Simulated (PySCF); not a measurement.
2,3-diazabutadiene, C2H4N2, SMILES C=NN=C, point group C2.

Level: PBE0/pcSseg-1 in PySCF (density fitting, grid level 2); geometry and Hessian at that level, cubic constants and property derivatives from steps of ±0.6 along each species' dimensionless normal coordinates, second-order vibrational perturbation theory. The parent has the commonest isotopes.

Equilibrium geometry (Å):

```tsv
atom	x	y	z
C1	1.5205	0.2492	-0.1730
N2	0.5430	-0.2680	-0.7924
N3	-0.4468	-0.8433	-0.0867
C4	-1.5151	-0.1926	0.1184
H5	1.5808	0.2888	0.9212
H6	2.3344	0.6611	-0.7671
H7	-2.3217	-0.6987	0.6460
H8	-1.6590	0.8412	-0.2178
```

(1) Give the equilibrium and ground-state rotational constants (MHz) of parent; ²H at 5; ²H at 6; ²H at 7, ²H at 8; ¹³C at 1; ¹⁵N at 2; ¹⁵N at 2, ¹⁵N at 3.

(2) How is the parent's vibrational correction B0 − Be made up?

(3) And its quartic centrifugal distortion constants from the harmonic force field?

(4) Which nuclear quadrupole couplings χaa, χbb, χcc (MHz) does the parent show, at equilibrium and averaged?

A mode lies under 250 cm⁻¹, where this perturbation treatment is rough. Internal rotors are held in one well.

## Answers

(1) 
```tsv
species	Ae	Be	Ce	A0	B0	C0	Δ0 (u Å²)	harmonic ZPE (cm⁻¹)
parent	34902	5704.5	5497.4	36109	5573.9	5443.7	-11.828	13480
²H at 5	30858	5531.8	5308.4	31776	5412.2	5254.9	-13.108	12809
²H at 6	34404	5325.1	5147.5	35549	5207.8	5097.9	-12.124	12775
²H at 7, ²H at 8	30432	5177.1	4991.4	31316	5066.8	4942	-13.618	12100
¹³C at 1	34610	5557.5	5355.4	35823	5430.3	5301.9	-11.853	13440
¹⁵N at 2	34326	5676.3	5468.5	35492	5548.4	5416.6	-12.023	13449
¹⁵N at 2, ¹⁵N at 3	33770	5647	5439.9	34899	5521.3	5389.9	-12.249	13418
```

Δ0 = Ic − Ia − Ib from the ground-state constants.

(2) 
```json
{"axis": "a", "harmonic": "267", "Coriolis": "-226", "cubic": "1170", "total (MHz)": "1210"}
{"axis": "b", "harmonic": "11.6", "Coriolis": "-3.44", "cubic": "-139", "total (MHz)": "-131"}
{"axis": "c", "harmonic": "6.85", "Coriolis": "-7", "cubic": "-53.6", "total (MHz)": "-53.7"}
```

(3) Asymmetric top, A reduction, Ir representation: ΔJ = 9.07 kHz, ΔJK = -201 kHz, ΔK = 2460 kHz, δJ = 3.13 kHz, δK = 498 kHz.

(4) 14N at 2: 2.2, -0.7, -1.4 and 2.1, -0.4, -1.8; 14N at 3: 2.2, -0.7, -1.4 and 2.1, -0.4, -1.8.
